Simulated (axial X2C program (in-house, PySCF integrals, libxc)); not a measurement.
**Worked dissociation energy of C₂: PBE0, 2c**

All values were computed with an in-house all-electron X2C program for linear molecules (integrals from PySCF). Two-component (2c) means X2C with spin–orbit coupling and atomic mean-field two-electron Coulomb and Gaunt terms. Basis: C dyall-v3z [7s6p2d1f] (cores contracted in-house); Gaussian nuclei, density fitting, unrestricted open shells. Masses: C 12.000 u.

Molecular state: Ω = 2 (⟨Sz⟩ = 1.00, ⟨Lz⟩ = 1.00 at PBE0).

```
E(C) (2M_J = 2) : -37.821142 hartree
E(C₂) at Re     : -75.869578 hartree
ωe              : 1706.8 cm⁻¹
ωexe            : 10.8 cm⁻¹
```

Question: Work out De and D0.

Answer: De = -37.821142 + (-37.821142) − (-75.869578) = 0.22729 hartree = 6.185 eV. The zero-point energy is ωe/2 − ωexe/4 = 851 cm⁻¹ = 0.105 eV, so D0 = 6.080 eV.

One determinant describes the state; a PBE0 search over occupations chose it and may have missed a lower one. Dissociation energies refer to the lowest single-determinant-based atoms at the same level and basis. Density functionals use the spin component along the axis (collinear). In 2c an atomic determinant is not the ground J level, so De misses part of the atomic spin–orbit lowering. This holds for PBE0. PBE0 can misorder states that lie within some tenths of an eV, so this need not be the ground state of the molecule. The nearest other 2c determinant of the search, Ω = 1, lies 0.24 eV up at the distance of the search. The functionals have no current-density term, which raises determinants with orbital currents, atoms included. With several unpaired electrons one determinant need not be a pure state. Open-shell Ω = 0 determinants with evenly filled partner blocks cannot be reached by this program, so the Ω shown need not be the lowest component.

Each atomic determinant is the lowest at this level and need not be a pure J level. Totals compare only within one Hamiltonian and basis.
